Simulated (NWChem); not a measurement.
Total energies of ozone (O3)

SMILES: O=[O+][O-]
```xyz
3

O     -1.0607     0.0000    -0.2102
O      0.0000     0.0000     0.4204
O      1.0607     0.0000    -0.2102
```
Charge 0, spin multiplicity 1.

Program: NWChem. All single points use one geometry, from PBE0/def2-SVP, a minimum by its harmonic frequencies.

Basis set: cc-pVDZ (42 functions).

| method | total energy (Ha) |
|---|---|
| RHF | -224.27662 |
| MP2 | -224.89424 |
| B2PLYP | -225.25225 |
| PBE | -225.23401 |
| B3LYP | -225.42446 |
| BHandHLYP | -225.28527 |
| CCSD(T) | -224.90489 |

Total energies of different functionals aren't comparable as a measure of quality: only differences taken within one method are. 

The correlated methods keep 3 core orbitals frozen. B3LYP has NWChem's definition, with VWN1-RPA local correlation. The species is likely to have several important configurations. No row is a measurement; the coupled-cluster row has its own basis-set and correlation limits.
